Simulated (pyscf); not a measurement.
H₃Si–SeH → H₂Si=Se + hydrogen (H₂), gas phase, singlet surface. Single points on ωB97X-D3(BJ)/def2-SVP structures (PySCF, gas phase). ΔG in kcal/mol from ωB97M-D3(BJ)/def2-TZVP energies (ideal gas, 1 atm, RRHO with modes under 100 cm⁻¹ raised to 100, one conformer, R ln 2 for chiral ones without a mode under 150 cm⁻¹).

```json
[
 {"T (K)": "298", "ΔG": "+19.5"},
 {"T (K)": "600", "ΔG": "+11.8"},
 {"T (K)": "900", "ΔG": "?"},
 {"T (K)": "1200", "ΔG": "-3.6"}
]
```

Fit a line to the three values, predict ΔG at 900 K, and estimate where the reaction turns favourable at 1 atm of each gas.

Least squares gives ΔG = +27.2 − 25.6 × T/1000 K, so ΔS is about +107 J/(mol K) and ΔH about +27.2 kcal/mol over this range (ΔH at 298 K: +26.9). At 900 K the line gives +4.2; the computed value is +4.0. ΔG = 0 falls near 1060 K; 1 kcal/mol in the energy moves that by 39 K. This is thermodynamics alone and says nothing of the barrier. Elements up to Kr have no core potential and no relativistic terms here.
